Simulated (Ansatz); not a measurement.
System: chalcopyrite ZnGeAs2. Method: r²SCAN (PAW; Ansatz, a program for electronic structure).

Run with plane-wave cutoff 560 eV, 8×8×8 k mesh, Fermi–Dirac smearing 0.01 eV, scalar-relativistic PAW data made under PBE.

Computed at the level's own relaxed cell.

Question: Give the computed band gap, lattice constant a, lattice parameter c and bulk modulus B0.

Answer: 
- band gap = 0.61 eV (on the SCF k mesh)
- lattice constant a = 5.672 Å
- lattice parameter c = 11.197 Å
- bulk modulus B0 = 70.0 GPa

Measured, for comparison: band gap 1.15 eV (temperature not stated, not corrected to a static lattice, direct, our sources range from 0.85 to 1.15; as tabulated in Rashkeev et al. (1999), arXiv:cond-mat/9809378).

Note: the bulk modulus is −V dP/dV from two relaxed cells at ±2 % in volume.

Spin–orbit coupling is not included.

Static lattice: no zero-point or thermal effects.

Computing time: roughly 8 core-minutes.
